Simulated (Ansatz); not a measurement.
A nudged elastic band was laid between two geometries of CH7PSi (10 atoms, charge 0, multiplicity 1).

Level of theory: RHF/def2-SVP (Ansatz).

```
movable images  : 9
climbing image  : yes
spring          : 5.0 eV/Å²
optimiser       : quadratic models (default)
start path      : through a guess of the saddle point
force threshold : 0.05 eV/Å
iteration limit : 51
end points      : relaxed
```

Image 0:

```xyz
10
Properties=species:S:1:pos:R:3
C -1.025 0.682 -0.916
Si -0.153 -0.662 0.079
P 1.283 0.311 1.562
H -1.753 0.242 -1.602
H -0.311 1.258 -1.509
H -1.555 1.373 -0.257
H 0.547 -1.602 -0.831
H -1.134 -1.438 0.878
H 1.913 -0.881 1.985
H 2.271 0.666 0.615
```

Image 10:

```xyz
10
Properties=species:S:1:pos:R:3
C -1.021 0.675 -0.928
Si -0.067 -0.679 -0.026
P 1.077 0.232 1.726
H -1.697 1.196 -0.247
H -1.617 0.249 -1.739
H -0.341 1.410 -1.363
H 0.837 -1.381 -0.969
H -1.001 -1.678 0.548
H 1.825 -0.923 2.046
H 2.089 0.848 0.954
```

(1) What changes between the two ends?

(2) Give the energies along the band, and the barrier.

(3) What is the geometry of the highest image?

(4) What are the harmonic wavenumbers there?

Results:

(1) No bond is made or broken. The dihedral H6–C1–Si2–P3 goes from -57 to 63°. The two ends are copies of one structure, up to a mirror image or an exchange of like atoms.

(2) The run converged. The highest image is number 5 of 0 to 10, 0.074 eV above the ends, which have the same energy within 2 meV. A vibrational analysis at the climbing image gives one clearly imaginary mode, 175i cm⁻¹: a first-order saddle point.

| image | path coordinate (Å) | energy (eV) | dihedral H6–C1–Si2–P3 (°) |
| --- | --- | --- | --- |
| 0 | 0.00 | 0.000 | -57 |
| 1 | 0.34 | 0.007 | -45 |
| 2 | 0.67 | 0.026 | -33 |
| 3 | 1.01 | 0.049 | -22 |
| 4 | 1.34 | 0.067 | -10 |
| 5 | 1.68 | 0.074 | 2 |
| 6 | 2.01 | 0.067 | 15 |
| 7 | 2.35 | 0.048 | 27 |
| 8 | 2.69 | 0.025 | 39 |
| 9 | 3.03 | 0.006 | 51 |
| 10 | 3.37 | 0.000 | 63 |

(3) 
```xyz
10
Properties=species:S:1:pos:R:3
C -1.022 0.682 -0.935
Si -0.083 -0.681 -0.006
P 1.112 0.247 1.702
H -2.100 0.528 -0.862
H -0.756 0.687 -1.994
H -0.801 1.671 -0.529
H 0.792 -1.437 -0.935
H -1.024 -1.645 0.614
H 1.837 -0.915 2.052
H 2.128 0.811 0.896
```

(4) 175i, 143, 191, 459, 482, 637, 690, 719, 812, 855, 927, 963, 1039, 1197, 1401, 1560, 1561, 2310, 2323, 2529, 2536, 3178, 3270, 3274 cm⁻¹.

Run time: 3.3 min on 1 thread of Intel(R) Xeon(R) Processor @ 2.50GHz (Skylake/Cascade Lake), on a shared host, peak memory 0.16 GiB.
